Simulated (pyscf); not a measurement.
PySCF, gas phase, ωB97X-D3(BJ)/def2-SVP geometries.

Q: Estimate by transition-state theory (the high-pressure limit) the rate constant of S=Mo(=S)(Cl)–Cl (SMILES [S]=[Mo](=[S])([Cl])[Cl]) + NH₃ (SMILES N) -> H₂N–Mo(=S)(SH)(Cl)–Cl (SMILES [NH2][Mo](=[S])([SH])([Cl])[Cl]) (singlet surface; H–N broken, H–S, Mo–N formed) at 600 K, with ωB97M-D3(BJ)/def2-TZVP energies (ideal gas, 1 atm, RRHO with modes under 100 cm⁻¹ raised to 100, one conformer, R ln 2 for chiral ones without a mode under 150 cm⁻¹; no tunnelling).

A: The electronic barrier is 33.5 kcal/mol and the thermal terms add +20.1, so ΔG‡ = 53.6 kcal/mol. With k_BT/h = 1.25e+13 s⁻¹ and RT = 1.192 kcal/mol, and a volume of 8.18e-20 cm³ per molecule at 1 atm, k = 3.2e-26 cm³ molecule⁻¹ s⁻¹. The product is born with the 24 kcal/mol of the reverse barrier and needs collisions to keep. Wigner's tunnelling factor for 1283i cm⁻¹ would be 1.39, likely too low at so high a frequency. A shift of 1 kcal/mol in the barrier changes k by a factor 2.3. On the reactant side the descent ends in an adduct with a Mo–N contact, 18.5 kcal/mol under the separated species and 49.2 kcal/mol under the saddle at ωB97X-D3(BJ)/def2-TZVP. On the product side the descent ends in a point that may be a rotor saddle (no frequency run), 4.6 kcal/mol over the lowest minimum found and 20.1 kcal/mol under the saddle at ωB97X-D3(BJ)/def2-TZVP. What is counted as formed (Mo–N) is already present as a longer contact in the reactant adduct; forming that adduct is a step of its own. At ωB97X-D3(BJ)/def2-TZVP the barrier from the zero used here is 30.7 kcal/mol. The same reactants have a lower exit, to H₂N–Mo(=S)(=S)–Cl + HCl (barrier +19.6 kcal/mol at ωB97M-D3(BJ)/def2-TZVP, against +33.5 kcal/mol here). One saddle was located; it need not be the lowest between these sides. Elements past Kr carry the def2 core potentials, without spin-orbit coupling.
